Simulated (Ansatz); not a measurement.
# CH3BS: ladder of basis sets, by script

How does the energy of CH3BS converge with the basis? The task is a ladder of basis sets, for CH3BS. SMILES: BC=S.

Program: Ansatz 0.2.0, driven from Python. The levels of theory stand in the script. These are calculated values, not measurements.

## Step 1: The structure

Bond lengths: B1–C2 1.530 Å, C2–S3 1.408 Å, B1–H4 1.128 Å, B1–H5 1.247 Å, C2–H6 1.103 Å. Angles: B1–C2–S3 117.6°, B1–C2–H6 121.8°, S3–C2–H6 120.6°, C2–B1–H4 123.1°, C2–B1–H5 118.0°, H4–B1–H5 118.8°.

No structure file is read: the coordinates are typed or built in the script.

## Step 2: The script

basis.py reads:

```python
"""Basis-set convergence for CH3BS."""

from dataclasses import dataclass
import logging
import sys

import ansatz as az
from ase import Atoms

logging.basicConfig(stream=sys.stdout, format="%(name)s: %(message)s")
log = logging.getLogger("calc")
log.setLevel(logging.INFO)


@dataclass
class Options:
    level: str = "mp2"


cfg = Options()


def main() -> None:
    atoms = Atoms(["B", "C", "S", "H", "H", "H"], positions=[
        (-0.5838, -0.2446, -0.4434),
        (0.5679, 0.2669, 0.4236),
        (1.4552, -0.686, 0.9583),
        (-0.7345, -1.3359, -0.6876),
        (-1.3769, 0.5931, -0.9173),
        (0.7142, 1.3424, 0.6202),
    ])
    molecule = az.Crystal.molecule_from_ase(atoms)

    base = molecule.calculation().correlation(cfg.level)

    energies = {}
    for basis in ["cc-pVDZ", "cc-pVTZ"]:
        summary = base.basis(gaussian=basis).run().report
        size = summary["n_frozen"] + summary["n_occupied"][0] + summary["n_virtual"][0]
        energies[basis] = (summary["reference_energy_ev"] / 27.211386246, summary["free_energy_ev"] / 27.211386246)
        log.info(f"{basis:14s} {size:4d} orbitals  reference {energies[basis][0]:14.6f} Ha  total {energies[basis][1]:14.6f} Ha")

    # correlation energy at the basis limit from E(X) = E + A / X^3
    small, large = (energies[b][1] - energies[b][0] for b in ("cc-pVDZ", "cc-pVTZ"))
    limit = (3 ** 3 * large - 2 ** 3 * small) / (3 ** 3 - 2 ** 3)
    log.info(f"correlation energy: {small:.6f} and {large:.6f} Ha, extrapolated {limit:.6f} Ha")
    log.info(f"share caught by the larger set: {100 * large / limit:.1f} %")


if __name__ == "__main__":
    main()
```

## Step 3: What the engine is handed

The package turns the script's settings into the engine's input (first run):

```yaml
crystal:
  periodic: [false, false, false]
  atoms:
    - { symbol: B, position_ang: [-0.5838, -0.2446, -0.4434] }
    - { symbol: C, position_ang: [0.5679, 0.2669, 0.4236] }
    - { symbol: S, position_ang: [1.4552, -0.686, 0.9583] }
    - { symbol: H, position_ang: [-0.7345, -1.3359, -0.6876] }
    - { symbol: H, position_ang: [-1.3769, 0.5931, -0.9173] }
    - { symbol: H, position_ang: [0.7142, 1.3424, 0.6202] }
basis:
  gaussian:
    orbitals: cc-pVDZ
correlation:
  method: mp2
```

## Step 4: Launch

Command:

```bash
> python basis.py
```

**Question.** How far does the total energy move along this ladder of basis sets?

The runs gave:

| quantity | value |
| --- | --- |
| extrapolated correlation energy | -0.457217 Ha |
| runs compared | 2 |
| correlation energy, last run | -11.429 eV |

Against cc-pVDZ: cc-pVTZ -127.8 mHa. The last step alone is -127.82 mHa. The geometry is a force-field or estimated start, not a minimum of this method, and the last set is no limit. Much of the fall in a total is atomic energy, which cancels in bond and reaction energies. Inner cores stay frozen, so this is valence correlation. For Al to Cl the sets with a tight d function, cc-pV(X+d)Z, are usual. An extrapolation from small basis sets is rough.
